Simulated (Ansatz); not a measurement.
Prototype screening

Theory: DFT PBEsol, scalar-relativistic, plane waves, PAW in Ansatz. Settings: cutoff 420 eV, Γ-centred meshes no coarser than 0.19 Å⁻¹ for metals and 0.3 Å⁻¹ for insulators (2π included), Gaussian smearing.

Each formula was placed on the sites of the named type and relaxed at zero pressure without lowering the symmetry. No run is spin-polarised. The smearing is 0.1 eV for metals and 0.01 to 0.02 eV otherwise. Formation energies are uncorrected and refer to the elements' standard structures at the same level.

For metals, differences of a few meV/atom aren't resolved.

```csv
formula,started on type,final group,a or a / b (Å),c (Å),V (Å³/atom),E over elements (eV/atom),gap on mesh (eV)
Ti,lonsdaleite,P6/mmm,4.68,2.37,22.6,1.49,0.00
Ti,beta-tungsten (A15),Pm-3n,5.11,5.11,16.7,0.19,0.00
Ag,beta-tungsten (A15),Pm-3n,5.16,5.16,17.2,0.11,0.00
Ag,trigonal selenium,Im-3m,3.22,3.22,16.8,0.04,0.00
```